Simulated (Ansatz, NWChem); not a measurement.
**From NWChem to Ansatz**

This NWChem 7.3.0 job computes BHO2 (oxoborinic acid):

geom.xyz:
```
4

O     -1.555100     0.523500     0.428500
B     -0.423900     0.132000     0.248600
O      0.816700    -0.302000     0.108600
H      1.162300    -0.353500    -0.785700
```

geom.nw:
```
echo
start geom
memory stack 880 mb heap 220 mb global 1100 mb

geometry units angstrom noautosym nocenter noautoz
  load geom.xyz
end

basis spherical bse
  * library STO-3G
end

scf
  singlet
  rhf
  thresh 1e-08
  maxiter 80
end

task scf gradient
```

```bash
$ nwchem geom.nw > geom.out
```

The coordinates come from a PBE0-D4/def2-TZVP relaxation.

The shape is far from stationary at this level.

It gives a total energy of -172.702110 Eh.

Problem. Translate the job to Ansatz 0.2.0 as an input file of the program's own, asking for the energy.

Solution. For example:

run.yaml:
```yaml
crystal:
  periodic: [false, false, false]
  atoms:
    - symbol: O
      position_ang: [-1.555100, 0.523500, 0.428500]
    - symbol: B
      position_ang: [-0.423900, 0.132000, 0.248600]
    - symbol: O
      position_ang: [0.816700, -0.302000, 0.108600]
    - symbol: H
      position_ang: [1.162300, -0.353500, -0.785700]
basis:
  gaussian:
    orbitals: STO-3G
hamiltonian:
  xc: hf
output: {orbitals: {seedname: orbitals}}
accuracy: high
```

```bash
$ ansatz run run.yaml --threads 1 --pin off --max-ram 3480MiB --events-out events.jsonl --progress --plain --runs-dir runs
```

Its energy is -172.702110 Eh, 0.000 mEh from the first.
